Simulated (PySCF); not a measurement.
# AlH₃: breathing scan

All numbers come from PySCF, PBE0, basis Al def2-TZVP, H def2-TZVP (no relativity, density fitting).

Rigid scan from the singlet minimum (Al–H 1.586 Å (×3); H–Al–H 120.0° (×3)). Coordinate: all bonds to the central atom scaled together. Energies in kJ/mol from the minimum.

Predict the curve at 0.88, 0.92, 0.96, 1.00, 1.04, 1.08, 1.14, 1.22, 1.35.


```json
{"scale of all bonds to the centre": "0.88", "E (kJ/mol)": "93.6"}
{"scale of all bonds to the centre": "0.92", "E (kJ/mol)": "38.0"}
{"scale of all bonds to the centre": "0.96", "E (kJ/mol)": "8.7"}
{"scale of all bonds to the centre": "1.00", "E (kJ/mol)": "0.0"}
{"scale of all bonds to the centre": "1.04", "E (kJ/mol)": "7.4"}
{"scale of all bonds to the centre": "1.08", "E (kJ/mol)": "27.2"}
{"scale of all bonds to the centre": "1.14", "E (kJ/mol)": "74.1"}
{"scale of all bonds to the centre": "1.22", "E (kJ/mol)": "157.5"}
{"scale of all bonds to the centre": "1.35", "E (kJ/mol)": "316.0"}
```

At long bonds a restricted determinant can lie too high, and another spin state can fall below this curve.
